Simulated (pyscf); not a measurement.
Thermochemistry of product channels of `[F][GeH2][GeH3]` on the singlet surface, in kcal/mol, from ωB97M-D3(BJ)/def2-TZVP energies (ideal gas, 1 atm, RRHO with modes under 100 cm⁻¹ raised to 100, one conformer, R ln 2 for chiral ones without a mode under 150 cm⁻¹). Single points on ωB97X-D3(BJ)/def2-SVP structures (PySCF, gas phase).

| products | ΔE | ΔH(298 K) | ΔG(298 K) | ΔG(600 K) |
|---|---|---|---|---|
| `[F][Ge][GeH3]` [singlet] + `[H][H]` | +29.3 | +26.7 | +17.7 | +8.2 |
| `[F][GeH]=[GeH2]` + `[H][H]` | ? | +41.1 | +32.5 | ? |

Task: Fill in the missing entries.

Result: 
- `[F][GeH]=[GeH2]` + `[H][H]`, ΔE: +44.2
- `[F][GeH]=[GeH2]` + `[H][H]`, ΔG(600 K): +23.4

The channel to F–Ge:–GeH₃ [singlet] + H₂ turns favourable between 298 and 1200 K (ΔG from +17.7 kcal/mol to -10.7 kcal/mol).

These are energies of the channels, which say nothing of barriers. F–GeH=GeH₂ may be a fragile minimum: a first optimisation, from another start, lost the drawn bonds. Elements up to Kr have no core potential and no relativistic terms here.
